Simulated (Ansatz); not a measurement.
in.yaml

```yaml
crystal:
  periodic: [false, false, false]
  atoms:
    - {symbol: Si, position_ang: [0.008476, -0.071735, -0.000503]}
    - {symbol: H, position_ang: [-0.156398, 1.015638, 1.126891]}
    - {symbol: H, position_ang: [-0.079778, 0.983215, -1.112889]}
basis:
  gaussian: {orbitals: def2-SVP}
total_charge: -1
magnetization: {spin_polarized: false, initial_magnetization: 1}
hamiltonian: {xc: {name: PBE0}, pseudopotentials: {relativity: scalar}}
correlation: {method: bccd, electrons: valence}
```

```sh
$ ansatz run in.yaml --threads 1 --pin off --events-out ev --progress --plain --max-ram 2393MiB
```

Task: Roughly how long does this take on 1 thread of Arm Neoverse V2, shared host, and how much host memory?

Result: 0.69 s wall and 0.08 GiB.

```
272 factors; integrals over basis functions are off by at most 8.9e-4 eV
mean field evaluation 1: about -7917.3343 eV, gradient 5.5e0 eV
mean field evaluation 2: about -7917.3405 eV, gradient 5.5e0 eV
mean field evaluation 4: about -7917.4469 eV, gradient 3.2e-1 eV
mean field evaluation 8: about -7917.4474 eV, gradient 9.2e-3 eV
mean field evaluation 16: about -7917.4474 eV, gradient 1.6e-6 eV
mean field -7917.44740922 eV, -290.9608256503 hartree, gradient 1.6e-6 eV, S^2 0.750000; 0 other end points of the search recorded, 0 dependent functions left out
5 core orbitals not correlated: weight in the atoms' cores, before any rotation towards them, 1.000 or more for the frozen orbitals, at most 0.000 for the correlated occupied ones
reference -7904.13518760 eV, -290.4716105291 hartree; 4, 3 occupied and 19, 20 virtual orbitals, 272 factors
second order -2.65457278 eV of doubles, -0.12733894 eV of singles
cycle   1  -3.23790715 eV  change   -4.6e-1 eV  update   5.5e-2
cycle   2  -3.39182290 eV  change   -1.5e-1 eV  update   1.8e-2
cycle   3  -3.40460856 eV  change   -1.3e-2 eV  update   4.3e-3
cycle   4  -3.40460021 eV  change    8.3e-6 eV  update   1.5e-3
cycle   5  -3.40451047 eV  change    9.0e-5 eV  update   5.3e-4
cycle   6  -3.40456899 eV  change   -5.9e-5 eV  update   1.4e-4
cycle   7  -3.40459400 eV  change   -2.5e-5 eV  update   4.2e-5
cycle   8  -3.40459406 eV  change   -5.1e-8 eV  update   1.3e-5
cycle   9  -3.40459018 eV  change    3.9e-6 eV  update   4.0e-6
Total energy: -7907.53977778 eV, -290.5967269104 hartree
Relativity: scalar
```
